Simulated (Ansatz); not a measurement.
## Rock-salt SrO, enthalpy of formation

Reference value: -3.068 eV/atom (measured, 298 K, no zero-point or thermal correction; as tabulated in Friedrich et al. (2018), arXiv:1811.08952).

Problem. Which of these levels comes closest to the reference?
(A) r²SCAN (Ansatz, a quantum-chemistry and plane-wave program)
(B) PBE-D4 (Ansatz)
(C) PBE0 (Ansatz)
(D) LDA (Ansatz)

Solution. D, LDA (Ansatz)

```tsv
level (code)	value (eV/atom)	difference (eV/atom)
LDA (Ansatz)	-3.080	-0.012
PBE-D4 (Ansatz)	-2.812	+0.256
r²SCAN (Ansatz)	-2.979	+0.089
PBE0 (Ansatz)	-2.791	+0.277
```

Of the ranked levels LDA (-0.012 eV/atom) comes nearest. Among them PBE0 (+0.277 eV/atom) misses by most. Within 0.2 eV/atom: LDA, r²SCAN.

The measured value isn't corrected to a static lattice, so vibrations enter the comparison.  PBE-D4: a distance lies near a switch of the dispersion term, which can move the cell. PBE0: exact exchange on metals is sensitive to the k mesh and can open a false gap. PBE0: the run warned that the count of filled bands differs between k points. Values are at the level's own equilibrium cell; PBE0 at the r²SCAN cell. Ansatz's density-functional and Hartree–Fock values are scalar-relativistic unless marked +SOC, with PAW data made under PBE.

Differences are worked out from the printed values.
